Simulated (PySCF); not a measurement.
## Electronic absorption of protonated hydrogen cyanide Ion

Compound: protonated hydrogen cyanide Ion, CH2N (charge +1).
InChI=1S/CHN/c1-2/h1H/p+1

Method used: PySCF, TDDFT wB97X-D/def2-SVPD, vertical, gas phase, core orbitals frozen in the response. Isolated species at its PBE0-D3(BJ)/def2-SVP geometry, gas phase.

| state | E (eV) | λ (nm) | ν̃ (cm⁻¹) | f | \|μ\| (D) | symmetry | main configurations (H = HOMO, L = LUMO) |
| --- | --- | --- | --- | --- | --- | --- | --- |
| S1 | 8.45 | 146.7 | 68170 | 0.0000 | 0.00 | – | H-1/H→L/L+1 (98%) |
| S2 | 8.81 | 140.8 | 71020 | 0.0000 | 0.00 | – | H-1/H→L/L+1 (≥90%) |
| S3 | 8.81 | 140.8 | 71030 | 0.0000 | 0.00 | – | H-1/H→L/L+1 (≥90%) |
| S4 | 12.96 | 95.7 | 104510 | 0.012 | 0.49 | Π | H-1/H→L+2 (≥88%) |
| S5 | 12.96 | 95.7 | 104510 | 0.012 | 0.49 | Π | H-1/H→L+2 (≥88%) |
| S6 | 13.55 | 91.5 | 109290 | 0.858 | 4.09 | Σ+ | H-1/H→L/L+1 (≥90%) |
| S7 | 13.89 | 89.2 | 112060 | 0.020 | 0.61 | Π | H-2→L/L+1 (≥63%), H-1/H→L+4 (≥14%) |
| S8 | 13.89 | 89.2 | 112060 | 0.020 | 0.61 | Π | H-2→L/L+1 (≥63%), H-1/H→L+4 (≥14%) |
| S9 | 14.18 | 87.4 | 114390 | 0.082 | 1.23 | Π | H-1/H→L+4 (≥70%), H-2→L/L+1 (≥20%) |
| S10 | 14.18 | 87.4 | 114390 | 0.082 | 1.23 | Π | H-1/H→L+4 (≥70%), H-2→L/L+1 (≥20%) |

Triplets (Tamm–Dancoff): T1 6.89 eV, H-1/H→L/L+1 (≥97%); T2 7.65 eV, H-1/H→L/L+1 (≥90%); T3 7.65 eV, H-1/H→L/L+1 (≥90%).

The lowest singlet lies at 8.45 eV (147 nm, vacuum ultraviolet) and is dark (f under 0.0005); its leading configuration is HOMO-1/HOMO→LUMO/LUMO+1 (98%). The most intense listed level is S6 at 13.55 eV (92 nm, f = 0.858), 5.10 eV above S1. S2/S3, S4/S5, S7/S8 and S9/S10 lie within about 0.01 eV of each other in each set; the point group C∞v has degenerate representations, and within a degenerate level the listed configurations can mix freely. Löwdin shares by element: HOMO (one of a set within 0.03 eV) nitrogen 58%, carbon 36%; LUMO (one of a set within 0.03 eV) carbon 50%, nitrogen 39%, hydrogen 8% or more. The oscillator strengths of these states sum to 1.084; summed over the whole spectrum of an exact calculation they would give the number of electrons, 14 (Thomas–Reiche–Kuhn). Weighted by f, the mean energy of these states is 13.65 eV. Of the 10 states listed, 7 reach f = 0.01 and 3 stay under 0.0005. All these states lie below the vertical ionisation energy of 23.03 eV (ΔSCF). Symmetry labels in C∞v follow from the direction of the transition dipole and are given only for states with f of 0.002 or more. Orbitals of the list HOMO-3 to LUMO+2 that lie within 0.01 eV of each other are written together with a slash and their weights summed (≥ marks a lower bound); for degenerate orbitals outside that list single weights are arbitrary. Singlets were solved by full linear response, triplets in the Tamm–Dancoff approximation.

On an Arm Neoverse V1 with one thread, shared host with 32 logical CPUs at a one-minute load of 15, this took 3.4 s of wall time (grids of density and orbitals included) and 0.27 GiB of memory at its peak.
